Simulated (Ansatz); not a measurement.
Two structures of SiHOF, closed shell, reached by relaxing down either side of one saddle point (PBE0-D4/def2-TZVP). Energies are electronic, without zero-point energy. Program: Ansatz 0.2.0. Basis: def2-TZVPP and def2-QZVPP. Cores are frozen in the correlated methods. Extrapolation: Hartree–Fock as exp(−7.88 √X), correlation as X^−2.97. First:

```tsv
atom	x (Å)	y (Å)	z (Å)
H1	-1.5568	0.1924	0.2663
O2	-0.7292	0.2371	-0.2197
Si3	0.5986	-0.3525	0.5500
F4	1.6875	-0.0771	-0.5967
```

Second:

| atom | x (Å) | y (Å) | z (Å) |
| --- | --- | --- | --- |
| H1 | -0.6263 | -0.4077 | 1.2333 |
| O2 | -0.7887 | 0.6724 | -1.2031 |
| Si3 | -0.0615 | 0.0338 | -0.0507 |
| F4 | 1.4766 | -0.2986 | 0.0204 |

Problem. Which bonds change from the first to the second?

Solution. SiHOF ([OH][Si][F]) → SiHOF ([O][SiH][F]); bonds formed: H1–Si3; bonds broken: H1–O2.

Problem. Give the saddle point's structure and its height above each. (An estimate is asked for; the value comes from the calculation.)

Solution. By the calculation: 266.1 kJ/mol above the first and 213.9 kJ/mol above the second (CCSD(T) at an estimated basis limit (MP2 extrapolated from triple and quadruple zeta, plus CCSD(T) − MP2 in triple zeta)).
```
4
angstrom
H -1.1404 -0.1073 0.7764
O -0.9016 0.4566 -0.6542
Si 0.2667 -0.1275 0.1761
F 1.7754 -0.2218 -0.2984
```

T1 diagnostic: at most 0.025. The restricted Hartree–Fock reference is unstable towards an unrestricted one at one or more of these structures.

Labels in which every atom is bracketed show which atoms are joined, not bond orders.

For scale, one of the runs: CCSD(T)/def2-TZVPP, 118 basis functions, launched by `ansatz run in.yaml --threads 2 --pin off --events-out ev --progress --plain --max-ram 4352MiB`. Hardware: 2 CPU threads of an AMD EPYC 7R43, shared host. Wall time about 12 s.
